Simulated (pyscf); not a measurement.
**Four-centre exchange: Cl–SiH₂–Cl (SMILES Cl[SiH2]Cl) + NH₃ (SMILES N) -> H₂N–SiH(Cl)–Cl (SMILES N[SiH](Cl)Cl) + H₂ (SMILES [H][H])**

Gas phase, singlet surface, charge 0. Bonds broken: Si2–H4, N6–H7. Bonds formed: Si2–N6, H4–H7. Structures and frequencies: ωB97X-D3(BJ)/def2-SVP in PySCF.

Transition state (Å):

```xyz
9

Cl     0.9981     2.1150    -0.1176
Si    -0.0058     0.2486    -0.2462
Cl     1.6096    -1.0155    -0.0426
H     -1.0845    -1.2092    -0.1130
H     -0.7059     0.4768    -1.5232
N     -1.0042     0.4464     1.3101
H     -1.4268    -0.5714     0.7290
H     -0.4820     0.1662     2.1435
H     -1.4604     1.3460     1.4798
```

One imaginary mode, 1530i cm⁻¹; descent along it reached the two sides named, in the forms told below.

| bond | change | reactant side (Å) | saddle | product side |
|---|---|---|---|---|
| Si2–H4 | breaks | 1.480 | 1.818 | 4.2 |
| N6–H7 | breaks | 1.022 | 1.246 | 2.7 |
| Si2–N6 | forms | 2.355 | 1.860 | 1.708 |
| H4–H7 | forms | 2.8 | 1.110 | 0.762 |

Electronic energies relative to the separated reactants (eV):

```
level                   barrier  reaction energy  reverse barrier
----------------------  -------  ---------------  ---------------
ωB97X-D3(BJ)/def2-TZVP     1.53            -0.54             2.07
PBE/def2-TZVP              1.36            -0.44             1.80
r²SCAN/def2-TZVP           1.40            -0.54             1.94
B3LYP-D3(BJ)/def2-TZVP     1.56            -0.51             2.07
PBE0-D3(BJ)/def2-TZVP      1.39            -0.48             1.87
M06-2X/def2-TZVP           1.55            -0.61             2.16
ωB97M-D3(BJ)/def2-TZVP     1.54            -0.51             2.05
HF/def2-TZVP               2.44            -0.36             2.80
```

With ωB97M-D3(BJ)/def2-TZVP energies and thermal terms (ideal gas, 1 atm, RRHO with modes under 100 cm⁻¹ raised to 100, one conformer, R ln 2 for chiral ones without a mode under 150 cm⁻¹), in eV:

```csv
T (K),ΔH‡,ΔG‡,ΔH,ΔG
298,1.45,1.91,-0.65,-0.59
600,1.46,2.37,-0.59,-0.56
900,1.50,2.82,-0.54,-0.56
1200,1.54,3.25,-0.50,-0.57
```

On the reactant side the descent ends in a complex (not fully relaxed), 0.30 eV under the separated species and 1.83 eV under the saddle at ωB97X-D3(BJ)/def2-TZVP. At the saddle there is also a short H–Si contact that neither side keeps. This is the saddle that the search found; another between the same sides may lie lower.
